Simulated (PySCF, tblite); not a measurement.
# SiH₃Cl: protonation

Wanted: protonation for SiH₃Cl (`[SiH3]Cl`).

Computed with tblite 0.8.0 and PySCF 2.14.0 and routines of our own; the level stands in each step. Atoms count from 0.

### Step 1. The system as given

5 atoms, charge 0, multiplicity 1; geometry from: start built from the parent or by distance geometry.

### Step 2. Geometry optimisation with GFN2-xTB

Job settings and geometry (Å):

```
{"job": {"kind": "relax", "xc": "GFN2-xTB", "basis": "xTB"}, "charge": 0, "multiplicity": 1}
Si    -0.095800    -0.010700     0.000500
Cl     1.962100     0.078400     0.031800
H     -0.488600    -0.995000    -1.018900
H     -0.691600     1.307400    -0.384800
H     -0.668800    -0.374500     1.337000
```

Launch:

```bash
$ OMP_NUM_THREADS=1 python redox_run.py task.json out
```

One launch serves the whole session: the jobs run in the order shown.

The log of the run:

```text
step      E/eV     max force
  0    -213.71744    0.823
  1    -213.74024    0.697
  2    -213.77378    0.355
  3    -213.77666    0.184
  4    -213.77917    0.140
  5    -213.78128    0.220
  6    -213.78399    0.236
  7    -213.78549    0.124
  8    -213.78589    0.037
  9    -213.78597    0.037
 10    -213.78605    0.042
 11    -213.78620    0.062
 12    -213.78638    0.057
 13    -213.78649    0.028
 14    -213.78651    0.006
```

Wall time 0.05 s (1 thread of Arm Neoverse V1, shared host).

Step by step:

| step | energy from step 0 (eV) | largest force (eV/Å) |
| --- | --- | --- |
| 0 | 0.0000 | 0.8225 |
| 1 | -0.0228 | 0.6971 |
| 2 | -0.0563 | 0.3555 |
| 3 | -0.0592 | 0.1840 |
| 4 | -0.0617 | 0.1400 |
| 5 | -0.0638 | 0.2198 |
| 6 | -0.0665 | 0.2362 |
| 7 | -0.0680 | 0.1243 |
| 8 | -0.0684 | 0.0373 |
| 9 | -0.0685 | 0.0373 |
| 10 | -0.0686 | 0.0419 |
| 11 | -0.0688 | 0.0619 |
| 12 | -0.0689 | 0.0574 |
| 13 | -0.0690 | 0.0276 |
| 14 | -0.0691 | 0.0064 |

Distances of close pairs at the start and the end, largest changes first:

| bond | before (Å) | after (Å) | change (Å) |
| --- | --- | --- | --- |
| Si0–Cl1 | 2.060 | 2.010 | -0.050 |
| Si0–H4 | 1.499 | 1.458 | -0.041 |
| Si0–H3 | 1.497 | 1.458 | -0.039 |
| Si0–H2 | 1.470 | 1.458 | -0.012 |

The end geometry stands in the next job.

### Step 3. Vibrational analysis with GFN2-xTB

Job settings and geometry (Å):

```
{"job": {"kind": "ir", "xc": "GFN2-xTB", "basis": "xTB"}, "charge": 0, "multiplicity": 1}
Si    -0.125413    -0.005549    -0.011848
Cl     1.881133     0.097987     0.058796
H     -0.495441    -1.007251    -1.005109
H     -0.635920     1.307988    -0.386619
H     -0.607115    -0.387470     1.310410
```

The log of the run:

```text
mode    cm-1     km/mol
  1     513.0     41.73
  2     545.9     41.12
  3     546.2     41.33
  4     777.6    659.24
  5     784.6    145.20
  6     785.2    144.51
  7    2295.4    277.22
  8    2296.3    276.99
  9    2318.4     68.62
ZPE 64.973  H(298)-E 77.121  G(298)-E 1.539 kJ/mol  S 253.50 J/(mol K)
```

It took 0.1 s on 1 thread of Arm Neoverse V1, shared host.

The strongest bands and the atoms that carry them (share of the mass-weighted mode):

| cm⁻¹ | km/mol | atoms |
| --- | --- | --- |
| 513 | 41.7 | Si0 51 %, Cl1 47 % |
| 546 | 41.3 | H2 57 %, H4 21 %, H3 12 % |
| 778 | 659.2 | H3 32 %, H2 32 %, H4 31 % |
| 785 | 145.2 | H2 54 %, H3 34 % |
| 785 | 144.5 | H4 57 %, H3 29 % |
| 2295 | 277.2 | H2 66 %, H3 23 % |
| 2296 | 277.0 | H4 53 %, H3 41 % |
| 2318 | 68.6 | H4 36 %, H3 34 %, H2 30 % |

### Step 4. Relaxing the molecule at PBE0-D3(BJ)/def2-SVP

Job settings and geometry (Å):

```
{"job": {"xc": "PBE0", "basis": "def2-SVP", "d3": "d3bj", "grid": 1, "kind": "geom"}, "charge": 0, "multiplicity": 1}
Si    -0.125413    -0.005549    -0.011848
Cl     1.881133     0.097987     0.058796
H     -0.495441    -1.007251    -1.005109
H     -0.635920     1.307988    -0.386619
H     -0.607115    -0.387470     1.310410
```

The log of the run:

```text
step   0  E = -751.01399612  max force = 0.025570
step   1  E = -751.01631260  max force = 0.007146
step   2  E = -751.01645240  max force = 0.000706
step   3  E = -751.01645410  max force = 0.000027
optimisation converged
```

Wall time 2.8 s (1 thread of Arm Neoverse V1, shared host).

Along the way:

| step | energy from step 0 (eV) | largest force component (eV/Å) |
| --- | --- | --- |
| 0 | 0.0000 | 1.3149 |
| 1 | -0.0630 | 0.3675 |
| 2 | -0.0668 | 0.0363 |
| 3 | -0.0669 | 0.0014 |

Close pairs (by a distance rule), those that changed most:

| bond | before (Å) | after (Å) | change (Å) |
| --- | --- | --- | --- |
| Si0–Cl1 | 2.010 | 2.068 | +0.057 |
| Si0–H4 | 1.458 | 1.489 | +0.031 |
| Si0–H3 | 1.458 | 1.489 | +0.031 |
| Si0–H2 | 1.458 | 1.489 | +0.031 |

The end geometry stands in the next job.

| at the end point | value |
| --- | --- |
| point group (found at 0.08 Å tolerance) | C3v |
| rotational constants (GHz, main isotopes) | 84.212, 6.554, 6.553 |
| dipole moment (D) | 1.38 |

### Step 5. Harmonic vibrations (SiH3Cl): PBE0-D3(BJ)/def2-SVP

Job settings and geometry (Å):

```
{"job": {"xc": "PBE0", "basis": "def2-SVP", "d3": "d3bj", "grid": 2, "kind": "hessian"}, "charge": 0, "multiplicity": 1}
Si    -0.114281    -0.003291    -0.013319
Cl     1.949142     0.105021     0.062185
H     -0.507629    -1.022164    -1.025343
H     -0.652540     1.330985    -0.396695
H     -0.625054    -0.394153     1.329544
```

The log of the run:

```text
coarse grid: 5112 points
cycle   1  E = -750.9215219542  dE = -1.045e-01  |g| = 2.172e-01  |ddm| = 1.904e+00
cycle   2  E = -750.9207631473  dE =  7.588e-04  |g| = 2.235e-01  |ddm| = 6.010e-01
cycle   3  E = -750.9357996243  dE = -1.504e-02  |g| = 1.041e-02  |ddm| = 3.180e-01
cycle   4  E = -750.9358350196  dE = -3.540e-05  |g| = 2.647e-03  |ddm| = 1.586e-02
cycle   5  E = -750.9358369020  dE = -1.882e-06  |g| = 4.280e-04  |ddm| = 3.080e-03
final grid: 39792 points
cycle   6  E = -751.0164368432  dE = -2.835e-06  |g| = 8.407e-04  |ddm| = 6.208e-03
cycle   7  E = -751.0164368723  dE = -2.908e-08  |g| = 7.899e-04  |ddm| = 2.281e-03
cycle   8  E = -751.0164370471  dE = -1.748e-07  |g| = 5.489e-05  |ddm| = 1.131e-03
cycle   9  E = -751.0164370481  dE = -1.028e-09  |g| = 1.606e-05  |ddm| = 9.510e-05
cycle  10  E = -751.0164370482  dE = -8.345e-11  |g| = 2.646e-06  |ddm| = 2.648e-05
converged SCF energy = -751.0164370482

mode    cm-1
  1     560.5
  2     660.3
  3     660.6
  4     940.7
  5     941.0
  6     960.0
  7    2254.5
  8    2265.3
  9    2265.4
ZPE 68.835  H(298)-E 80.269  G(298)-E 5.522 kJ/mol  S 250.70 J/(mol K)
```

Run time: 11 s. Hardware: 1 thread of Arm Neoverse V1, shared host; peak memory 0.64 GiB.

Zero-point energy 68.83 kJ/mol (xTB gave 64.97).

### Step 6. Single point (SiH₃Cl): B3LYP-D3(BJ)/def2-TZVP

Geometry: PBE0-D3(BJ)/def2-SVP.

Job settings and geometry (Å):

```
{"job": {"kind": "sp", "xc": "B3LYP", "basis": "def2-TZVP", "d3": "d3bj", "grid": 2}, "charge": 0, "multiplicity": 1}
Si    -0.114281    -0.003291    -0.013319
Cl     1.949142     0.105021     0.062185
H     -0.507629    -1.022164    -1.025343
H     -0.652540     1.330985    -0.396695
H     -0.625054    -0.394153     1.329544
```

The log of the run:

```text
coarse grid: 5112 points
cycle   1  E = -751.5934263042  dE = -9.495e-02  |g| = 2.392e-01  |ddm| = 1.550e+00
cycle   2  E = -751.5889451305  dE =  4.481e-03  |g| = 2.761e-01  |ddm| = 4.310e-01
cycle   3  E = -751.6073942578  dE = -1.845e-02  |g| = 2.641e-02  |ddm| = 2.415e-01
cycle   4  E = -751.6075130359  dE = -1.188e-04  |g| = 6.848e-03  |ddm| = 1.771e-02
cycle   5  E = -751.6075234517  dE = -1.042e-05  |g| = 1.913e-03  |ddm| = 5.391e-03
cycle   6  E = -751.6075242925  dE = -8.408e-07  |g| = 4.422e-04  |ddm| = 1.478e-03
final grid: 39792 points
cycle   7  E = -751.6029991390  dE = -2.576e-06  |g| = 2.163e-03  |ddm| = 6.265e-03
cycle   8  E = -751.6029988790  dE =  2.600e-07  |g| = 2.155e-03  |ddm| = 3.081e-03
cycle   9  E = -751.6029998310  dE = -9.521e-07  |g| = 2.472e-04  |ddm| = 1.858e-03
cycle  10  E = -751.6029998470  dE = -1.600e-08  |g| = 3.651e-05  |ddm| = 1.907e-04
cycle  11  E = -751.6029998474  dE = -3.354e-10  |g| = 4.405e-06  |ddm| = 3.268e-05
converged SCF energy = -751.6029998474
```

Wall time 1.3 s (1 thread of Arm Neoverse V1, shared host).

### Step 7. Geometry optimisation with GFN2-xTB

This step treats SiH4Cl+, `[SiH3][ClH+]`.

Job settings and geometry (Å):

```
{"job": {"kind": "relax", "xc": "GFN2-xTB", "basis": "xTB"}, "charge": 1, "multiplicity": 1}
Si    -0.098000    -0.009400    -0.018600
Cl     1.938400     0.113700     0.039200
H     -0.490200    -1.029800    -1.022200
H     -0.655000     1.345600    -0.417300
H     -0.628300    -0.398000     1.340900
H      3.281400     0.236000     0.078700
```

The log of the run:

```text
step      E/eV     max force
  0    -213.54598    3.276
  1    -213.76295    2.184
  2    -213.91672    0.909
  3    -213.95856    0.620
  4    -214.03531    0.442
  5    -214.04626    0.223
  6    -214.04895    0.143
  7    -214.05132    0.109
  8    -214.05172    0.112
  9    -214.05654    0.184
 10    -214.06478    0.362
 11    -214.07008    1.102
 12    -214.08835    0.688
 13    -214.12565    0.609
 14    -214.13450    1.488
 15    -214.17495    0.548
 16    -214.20096    0.503
 17    -214.23968    1.309
 18    -214.28126    0.210
 19    -214.29382    0.222
 20    -214.29898    0.234
 21    -214.30087    0.224
 22    -214.30670    0.201
 23    -214.31526    0.298
 24    -214.32798    0.283
 25    -214.33578    0.138
 26    -214.33941    0.140
 27    -214.34136    0.191
 28    -214.34296    0.190
 29    -214.34543    0.173
 30    -214.34762    0.098
 31    -214.34868    0.056
 32    -214.34891    0.050
 33    -214.34898    0.036
 34    -214.34907    0.039
 35    -214.34924    0.045
 36    -214.34944    0.036
 37    -214.34951    0.017
 38    -214.34953    0.016
 39    -214.34955    0.014
 40    -214.34958    0.024
 41    -214.34967    0.048
 42    -214.34989    0.086
 43    -214.35038    0.136
 44    -214.35089    0.146
 45    -214.35182    0.076
 46    -214.35232    0.057
 47    -214.35237    0.046
 48    -214.35259    0.051
 49    -214.35280    0.072
 50    -214.35325    0.084
 51    -214.35402    0.089
 52    -214.35447    0.165
 53    -214.35580    0.088
 54    -214.35619    0.067
 55    -214.35635    0.021
 56    -214.35639    0.018
 57    -214.35643    0.016
 58    -214.35647    0.017
 59    -214.35654    0.021
 60    -214.35658    0.016
 61    -214.35659    0.007
```

It took 0.33 s on 1 thread of Arm Neoverse V1, shared host.

Along the way: (not every step is listed)

| step | energy from step 0 (eV) | largest force (eV/Å) |
| --- | --- | --- |
| 0 | 0.0000 | 3.2762 |
| 1 | -0.2170 | 2.1843 |
| 2 | -0.3707 | 0.9093 |
| 3 | -0.4126 | 0.6200 |
| 4 | -0.4893 | 0.4416 |
| 5 | -0.5003 | 0.2228 |
| 6 | -0.5030 | 0.1433 |
| 7 | -0.5053 | 0.1090 |
| 8 | -0.5057 | 0.1116 |
| 12 | -0.5424 | 0.6880 |
| 16 | -0.6550 | 0.5026 |
| 20 | -0.7530 | 0.2342 |
| 24 | -0.7820 | 0.2834 |
| 28 | -0.7970 | 0.1904 |
| 32 | -0.8029 | 0.0500 |
| 36 | -0.8035 | 0.0363 |
| 40 | -0.8036 | 0.0239 |
| 44 | -0.8049 | 0.1464 |
| 48 | -0.8066 | 0.0514 |
| 52 | -0.8085 | 0.1646 |
| 56 | -0.8104 | 0.0182 |
| 57 | -0.8105 | 0.0158 |
| 58 | -0.8105 | 0.0165 |
| 59 | -0.8106 | 0.0210 |
| 60 | -0.8106 | 0.0162 |
| 61 | -0.8106 | 0.0073 |

Close pairs (by a distance rule), those that changed most:

| bond | before (Å) | after (Å) | change (Å) |
| --- | --- | --- | --- |
| Si0–Cl1 | 2.041 | 2.315 | +0.274 |
| Cl1–H5 | 1.349 | 1.280 | -0.069 |
| Si0–H3 | 1.518 | 1.456 | -0.062 |
| Si0–H4 | 1.510 | 1.456 | -0.054 |
| Si0–H2 | 1.484 | 1.456 | -0.028 |

The next job starts from the end point, and lists it.

### Step 8. Harmonic vibrations with GFN2-xTB

Job settings and geometry (Å):

```
{"job": {"kind": "ir", "xc": "GFN2-xTB", "basis": "xTB"}, "charge": 1, "multiplicity": 1}
Si    -0.212884    -0.007750    -0.050087
Cl     2.069426    -0.303806    -0.298536
H     -0.561750    -1.073692    -0.977986
H     -0.312881     1.373377    -0.501556
H     -0.319739    -0.262229     1.379645
H      2.686081     0.532163     0.449240
```

The log of the run:

```text
mode    cm-1     km/mol
  1     104.7     34.26
  2     245.0     57.01
  3     416.8      4.98
  4     467.8     21.57
  5     505.8     16.63
  6     696.2    143.30
  7     704.2    133.44
  8     755.8    275.13
  9    2352.5      7.30
 10    2360.3    117.58
 11    2366.2     90.21
 12    2428.1     82.24
ZPE 80.170  H(298)-E 96.122  G(298)-E 9.699 kJ/mol  S 289.86 J/(mol K)
```

It took 0.13 s on 1 thread of Arm Neoverse V1, shared host.

Which atoms move in the most intense modes:

| cm⁻¹ | km/mol | atoms |
| --- | --- | --- |
| 105 | 34.3 | H5 78 % |
| 245 | 57.0 | Si0 52 %, Cl1 46 % |
| 696 | 143.3 | H2 62 %, H4 19 %, H3 14 % |
| 704 | 133.4 | H3 49 %, H4 44 % |
| 756 | 275.1 | H2 33 %, H3 30 %, H4 30 % |
| 2360 | 117.6 | H4 56 %, H3 36 % |
| 2366 | 90.2 | H2 72 %, H4 16 % |
| 2428 | 82.2 | H5 95 % |

### Step 9. Optimising the geometry at PBE0-D3(BJ)/def2-SVP

This step treats SiH₄Cl+, `[SiH3][ClH+]`.

The job, as its differences from that of step 8:

```diff
@@ -1,2 +1,2 @@
-{"job": {"kind": "ir", "xc": "GFN2-xTB", "basis": "xTB"}, "charge": 1, "multiplicity": 1}
+{"job": {"xc": "PBE0", "basis": "def2-SVP", "d3": "d3bj", "grid": 1, "kind": "geom"}, "charge": 1, "multiplicity": 1}
 Si    -0.212884    -0.007750    -0.050087
```

The log of the run:

```text
step   0  E = -751.26686323  max force = 0.015301
step   1  E = -751.26783200  max force = 0.011177
step   2  E = -751.26871775  max force = 0.001492
step   3  E = -751.26873562  max force = 0.000734
step   4  E = -751.26873777  max force = 0.000038
optimisation converged
```

Wall time 4 s (1 thread of Arm Neoverse V1, shared host).

The steps of the relaxation:

| step | energy from step 0 (eV) | largest force component (eV/Å) |
| --- | --- | --- |
| 0 | 0.0000 | 0.7868 |
| 1 | -0.0264 | 0.5747 |
| 2 | -0.0505 | 0.0767 |
| 3 | -0.0510 | 0.0377 |
| 4 | -0.0510 | 0.0020 |

Distances of close pairs at the start and the end, largest changes first:

| bond | before (Å) | after (Å) | change (Å) |
| --- | --- | --- | --- |
| Cl1–H5 | 1.280 | 1.306 | +0.026 |
| Si0–H4 | 1.456 | 1.478 | +0.022 |
| Si0–H2 | 1.456 | 1.477 | +0.021 |
| Si0–H3 | 1.456 | 1.478 | +0.021 |
| Si0–Cl1 | 2.315 | 2.323 | +0.008 |

The final coordinates are the input of the step that follows.

| at the end point | value |
| --- | --- |
| point group (found at 0.08 Å tolerance) | Cs |
| rotational constants (GHz, main isotopes) | 62.899, 5.286, 5.199 |

### Step 10. Harmonic vibrations (SiH4Cl+): PBE0-D3(BJ)/def2-SVP

Job settings and geometry (Å):

```
{"job": {"xc": "PBE0", "basis": "def2-SVP", "d3": "d3bj", "grid": 2, "kind": "hessian"}, "charge": 1, "multiplicity": 1}
Si    -0.174333     0.010304    -0.032037
Cl     2.093255    -0.367646    -0.366791
H     -0.634317    -1.045255    -0.957100
H     -0.277171     1.414920    -0.479494
H     -0.274706    -0.249325     1.419312
H      2.627093     0.522752     0.425290
```

The log of the run:

```text
coarse grid: 5728 points
cycle   1  E = -751.1672006545  dE =  1.873e-01  |g| = 2.387e-01  |ddm| = 2.012e+00
cycle   2  E = -751.1812848602  dE = -1.408e-02  |g| = 1.501e-01  |ddm| = 5.634e-01
cycle   3  E = -751.1885725389  dE = -7.288e-03  |g| = 1.958e-02  |ddm| = 2.028e-01
cycle   4  E = -751.1886734303  dE = -1.009e-04  |g| = 5.637e-03  |ddm| = 2.893e-02
cycle   5  E = -751.1886817503  dE = -8.320e-06  |g| = 8.303e-04  |ddm| = 7.603e-03
final grid: 45160 points
cycle   6  E = -751.2687211473  dE = -3.517e-06  |g| = 1.926e-03  |ddm| = 8.188e-03
cycle   7  E = -751.2687213751  dE = -2.277e-07  |g| = 1.717e-03  |ddm| = 4.363e-03
cycle   8  E = -751.2687221571  dE = -7.820e-07  |g| = 6.585e-05  |ddm| = 2.050e-03
cycle   9  E = -751.2687221584  dE = -1.310e-09  |g| = 1.533e-05  |ddm| = 7.661e-05
cycle  10  E = -751.2687221585  dE = -7.628e-11  |g| = 1.355e-06  |ddm| = 2.419e-05
converged SCF energy = -751.2687221585

mode    cm-1
  1     141.8
  2     324.9
  3     500.1
  4     569.0
  5     723.3
  6     865.5
  7     903.0
  8     912.9
  9    2297.1
 10    2352.4
 11    2356.3
 12    2848.3
ZPE 88.491  H(298)-E 102.923  G(298)-E 19.108 kJ/mol  S 281.11 J/(mol K)
```

Wall time 16 s (1 thread of Arm Neoverse V1, shared host); peak memory 0.78 GiB.

Zero-point energy 88.49 kJ/mol (xTB gave 80.17).

### Step 11. Single point (SiH₄Cl+): B3LYP-D3(BJ)/def2-TZVP

Geometry: PBE0-D3(BJ)/def2-SVP.

Job settings and geometry (Å):

```
{"job": {"kind": "sp", "xc": "B3LYP", "basis": "def2-TZVP", "d3": "d3bj", "grid": 2}, "charge": 1, "multiplicity": 1}
Si    -0.174333     0.010304    -0.032037
Cl     2.093255    -0.367646    -0.366791
H     -0.634317    -1.045255    -0.957100
H     -0.277171     1.414920    -0.479494
H     -0.274706    -0.249325     1.419312
H      2.627093     0.522752     0.425290
```

The log of the run:

```text
coarse grid: 5728 points
cycle   1  E = -751.8412440654  dE =  1.989e-01  |g| = 2.598e-01  |ddm| = 1.608e+00
cycle   2  E = -751.8516670088  dE = -1.042e-02  |g| = 2.034e-01  |ddm| = 4.557e-01
cycle   3  E = -751.8618224369  dE = -1.016e-02  |g| = 2.883e-02  |ddm| = 1.852e-01
cycle   4  E = -751.8619915697  dE = -1.691e-04  |g| = 9.555e-03  |ddm| = 2.615e-02
cycle   5  E = -751.8620090643  dE = -1.749e-05  |g| = 1.806e-03  |ddm| = 7.945e-03
cycle   6  E = -751.8620097994  dE = -7.351e-07  |g| = 5.788e-04  |ddm| = 1.906e-03
final grid: 45160 points
cycle   7  E = -751.8566087332  dE = -3.079e-06  |g| = 2.527e-03  |ddm| = 6.081e-03
cycle   8  E = -751.8566086440  dE =  8.917e-08  |g| = 2.267e-03  |ddm| = 3.228e-03
cycle   9  E = -751.8566095972  dE = -9.532e-07  |g| = 2.189e-04  |ddm| = 1.862e-03
cycle  10  E = -751.8566096092  dE = -1.201e-08  |g| = 3.040e-05  |ddm| = 1.730e-04
cycle  11  E = -751.8566096095  dE = -2.419e-10  |g| = 4.725e-06  |ddm| = 2.368e-05
converged SCF energy = -751.8566096095
```

Run time: 1.4 s. Hardware: 1 thread of Arm Neoverse V1, shared host.

### Step 12. Protonation: B3LYP-D3(BJ)/def2-TZVP

This step combines the energies above: geometries from PBE0-D3(BJ)/def2-SVP, zero-point and thermal terms from PBE0-D3(BJ)/def2-SVP.

Job settings and geometry (Å):

```
{"job": {"kind": "pa", "geom": {"xc": "PBE0", "basis": "def2-SVP", "d3": "d3bj", "grid": 1}, "hess": 1, "level": {"xc": "B3LYP", "basis": "def2-TZVP", "d3": "d3bj"}}, "charge": 0, "multiplicity": 1}
Si    -0.114281    -0.003291    -0.013319
Cl     1.949142     0.105021     0.062185
H     -0.507629    -1.022164    -1.025343
H     -0.652540     1.330985    -0.396695
H     -0.625054    -0.394153     1.329544
```

Output (the driver's rows laid out field by field):

```text
protonation site by site, B3LYP-D3(BJ)/def2-TZVP // PBE0-D3(BJ)/def2-SVP

row 1
  formula                 ClH4Si
  charge                  1
  multiplicity            1
  smiles                  [SiH3][ClH+]
  kept                    yes
  pieces                  1
  point_group             Cs
  atom                    1
  element                 Cl
  electronic              665.85
  enthalpy                649.4
  free_energy             625.98
  share_gas               1.0
```

Wall time 37 s (1 thread of Arm Neoverse V1, shared host).

Energy given off on adding a proton (kJ/mol, gas phase, 298 K for the thermal columns):

| site | product | electronic | enthalpy | free energy |
| --- | --- | --- | --- | --- |
| Cl1 | [SiH3][ClH+] | 665.9 | 649.4 | 626.0 |

### Step 13. Single point (SiH3Cl): wavefunction

Geometry: PBE0-D3(BJ)/def2-SVP.

Job settings and geometry (Å):

```
{"job": {"kind": "sp", "xc": "CCSD(T)", "basis": "ma-def2-TZVP", "grid": 2}, "charge": 0, "multiplicity": 1}
Si    -0.114281    -0.003291    -0.013319
Cl     1.949142     0.105021     0.062185
H     -0.507629    -1.022164    -1.025343
H     -0.652540     1.330985    -0.396695
H     -0.625054    -0.394153     1.329544
```

With the program's defaults for keys left out, this is: wavefunction single point, frozen core, gas phase.

The log of the run:

```text
final grid: 39792 points
cycle   1  E = -750.2136780162  dE = -1.662e-01  |g| = 2.903e-01  |ddm| = 1.460e+00
cycle   2  E = -750.2434146141  dE = -2.974e-02  |g| = 1.209e-01  |ddm| = 3.403e-01
cycle   3  E = -750.2473391304  dE = -3.925e-03  |g| = 2.763e-02  |ddm| = 1.118e-01
cycle   4  E = -750.2477120446  dE = -3.729e-04  |g| = 5.394e-03  |ddm| = 3.777e-02
cycle   5  E = -750.2477284266  dE = -1.638e-05  |g| = 1.148e-03  |ddm| = 7.931e-03
cycle   6  E = -750.2477294297  dE = -1.003e-06  |g| = 3.451e-04  |ddm| = 2.256e-03
cycle   7  E = -750.2477295232  dE = -9.348e-08  |g| = 8.420e-05  |ddm| = 8.030e-04
cycle   8  E = -750.2477295289  dE = -5.689e-09  |g| = 2.131e-05  |ddm| = 2.227e-04
converged SCF energy = -750.2477295289
E(HF, exact integrals) = -750.2477770485
E(MP2) = -750.5553687079
E(CCSD) = -750.5953805368
E(CCSD(T)) = -750.6077616902
T1 diagnostic = 0.0090
```

Wall time 18 s (1 thread of Arm Neoverse V1, shared host); peak memory 0.67 GiB.

### Step 14. Single point (SiH4Cl+): wavefunction

Geometry: PBE0-D3(BJ)/def2-SVP.

Job settings and geometry (Å):

```
{"job": {"kind": "sp", "xc": "CCSD(T)", "basis": "ma-def2-TZVP", "grid": 2}, "charge": 1, "multiplicity": 1}
Si    -0.174333     0.010304    -0.032037
Cl     2.093255    -0.367646    -0.366791
H     -0.634317    -1.045255    -0.957100
H     -0.277171     1.414920    -0.479494
H     -0.274706    -0.249325     1.419312
H      2.627093     0.522752     0.425290
```

Method: wavefunction single point, frozen core, gas phase.

The log of the run:

```text
final grid: 45160 points
cycle   1  E = -750.4376711752  dE =  1.197e-01  |g| = 3.712e-01  |ddm| = 1.529e+00
cycle   2  E = -750.4938754206  dE = -5.620e-02  |g| = 1.184e-01  |ddm| = 4.054e-01
cycle   3  E = -750.4977653869  dE = -3.890e-03  |g| = 3.045e-02  |ddm| = 1.123e-01
cycle   4  E = -750.4982664335  dE = -5.010e-04  |g| = 7.347e-03  |ddm| = 4.035e-02
cycle   5  E = -750.4983009095  dE = -3.448e-05  |g| = 1.828e-03  |ddm| = 9.586e-03
cycle   6  E = -750.4983029937  dE = -2.084e-06  |g| = 5.837e-04  |ddm| = 2.498e-03
cycle   7  E = -750.4983031799  dE = -1.862e-07  |g| = 8.952e-05  |ddm| = 9.641e-04
cycle   8  E = -750.4983031854  dE = -5.475e-09  |g| = 1.610e-05  |ddm| = 1.553e-04
converged SCF energy = -750.4983031854
E(HF, exact integrals) = -750.4983477921
E(MP2) = -750.8020356895
E(CCSD) = -750.8466593183
E(CCSD(T)) = -750.8582648758
T1 diagnostic = 0.0091
```

Run time: 22 s. Hardware: 1 thread of Arm Neoverse V1, shared host; peak memory 0.8 GiB.

(Part 1 of 2 ends here.)
